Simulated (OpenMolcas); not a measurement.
How methods differ on SiHCl2 (SMILES Cl[SiH]Cl)

The species is SiHCl2 (4 atoms), meant as a doublet with charge 0. As SMILES, `Cl[SiH]Cl`. The coordinates come from a PBE0-D4/def2-TZVP relaxation.

```xyz
4

Cl   -1.6466    0.1778    0.8894
Si    0.1876   -0.4142    0.2000
Cl    0.2509   -0.2813   -1.8417
H     1.2082    0.5177    0.7524
```

Quantity: the energy change with the Si2–Cl3 bond stretched from 2.047 to 3.070 Å, in eV. The values are calculated.

| level | kind | program | value (eV) |
| --- | --- | --- | --- |
| ROHF/STO-3G | Hartree–Fock | OpenMolcas | 3.02 |
| USVWN5/STO-3G | LDA | OpenMolcas | 2.75 |
| UPBE/STO-3G | GGA | OpenMolcas | 2.46 |
| U-r2SCAN/STO-3G | meta-GGA | OpenMolcas | 2.65 |
| UB3LYP/STO-3G | global hybrid | OpenMolcas | ? |
| UM06-2X/STO-3G | hybrid meta-GGA | OpenMolcas | ? |
| UPBE0/STO-3G | global hybrid | OpenMolcas | 2.80 |
| CASSCF(3,3)/STO-3G | multireference | OpenMolcas | 2.80 |
| FCI/STO-3G | exact in the basis | OpenMolcas | 2.76 |

Question: Estimate the missing values from the other rows.

Answer: As computed at these levels: UB3LYP/STO-3G: 2.52 eV; UM06-2X/STO-3G: 2.93 eV. The first shape isn't each level's own minimum. The values span 2.46 to 3.02 eV. All rows use very small basis sets, so even the best lies far from the true value.
